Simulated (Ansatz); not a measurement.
The first iterations of a band of BFH2 + ClH (6 atoms, charge 0, multiplicity 1).

The calculation used RKS B3LYP-D4/def2-SVP (Ansatz 0.2.0).

```yaml
movable_images: 5
climbing_image: from the first iteration
spring: 5.0 eV/Å²
optimiser: fire
start_path: through a guess of the saddle point
force_threshold: 0.05 eV/Å
iteration_limit: 60
end_points: relaxed
```

First end point:

```xyz
6
Properties=species:S:1:pos:R:3
B -0.007 0.299 -0.051
F -0.010 0.590 1.245
H 1.060 0.249 -0.610
H -1.073 0.179 -0.599
Cl 0.093 -2.590 0.887
H 0.075 -1.842 1.940
```

Last end point:

```xyz
6
Properties=species:S:1:pos:R:3
B 0.016 -0.423 -0.226
F 0.009 0.123 1.809
H 1.057 0.107 -0.491
H -1.060 0.038 -0.480
Cl 0.076 -2.184 0.126
H 0.040 -0.775 2.073
```

| iteration | highest image above the first end (eV) | largest band force component (eV/Å) |
| --- | --- | --- |
| 1 | 2.129 | 5.612 |
| 2 | 1.443 | 2.314 |
| 3 | 1.125 | 3.422 |
| 4 | 1.103 | 2.141 |
| 5 | 1.065 | 1.201 |
| 6 | 1.019 | 1.077 |
| 7 | 1.011 | 0.859 |
| 8 | 0.996 | 0.795 |
| 9 | 0.978 | 0.691 |
| 10 | 0.974 | 0.661 |
| 11 | 0.968 | 0.600 |

Question: Does the band converge within its limit, and where does its top end?

Answer: It converged. It ended after 34 iterations with the highest image 0.920 eV above the first end. Another band between the same ends (5 images) ends at a top of the same energy, where a vibrational analysis finds 1 clearly imaginary mode. The orbitals stay closed-shell, which can raise the energy where a bond breaks towards radicals; this wasn't checked here.

Run time: 3.4 min on 1 thread of Arm Neoverse V2 (shared host), peak memory 0.11 GiB.
